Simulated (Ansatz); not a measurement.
Start from `C/N=C(\C)N` and change one atom or group (the configuration at the double bond changes too) to get `C/N=C(\N)O`.

Ansatz, PBE0-D4/def2-TZVP geometries, multiplicity 1. Each molecule was computed in one conformer, which needn't be the lowest.

```csv
property,`C/N=C(\C)N`
size of the dipole moment (ωB97M-V/def2-TZVPP) / D,2.49
HOMO energy (ωB97M-V/def2-TZVPP) / eV,-8.71
HOMO–LUMO gap (PBE/def2-TZVPP) / eV,5.13
size of the dipole moment (PBE/def2-TZVPP) / D,2.38
LUMO energy (PBE/def2-TZVPP) / eV,-0.08
LUMO energy (ωB97M-V/def2-TZVPP) / eV,2.41
```

Give the same properties after the change, and the shifts. (An estimate is asked.)

Computed: 
```json
{"property": "size of the dipole moment (ωB97M-V/def2-TZVPP) / D", "`C/N=C(\\N)O`": "2.06", "shift": "-0.43"}
{"property": "HOMO energy (ωB97M-V/def2-TZVPP) / eV", "`C/N=C(\\N)O`": "-9.00", "shift": "-0.29"}
{"property": "HOMO–LUMO gap (PBE/def2-TZVPP) / eV", "`C/N=C(\\N)O`": "5.48", "shift": "0.35"}
{"property": "size of the dipole moment (PBE/def2-TZVPP) / D", "`C/N=C(\\N)O`": "2.00", "shift": "-0.38"}
{"property": "LUMO energy (PBE/def2-TZVPP) / eV", "`C/N=C(\\N)O`": "0.06", "shift": "0.14"}
{"property": "LUMO energy (ωB97M-V/def2-TZVPP) / eV", "`C/N=C(\\N)O`": "2.29", "shift": "-0.12"}
```

With PBE0 the HOMO falls by 0.26 eV and the LUMO falls by 0.05 eV, so the gap widens by about 0.21 eV. PBE moves the HOMO by -0.20 eV and ωB97M-V by -0.29 eV. Dipoles are sizes alone; their direction can turn.
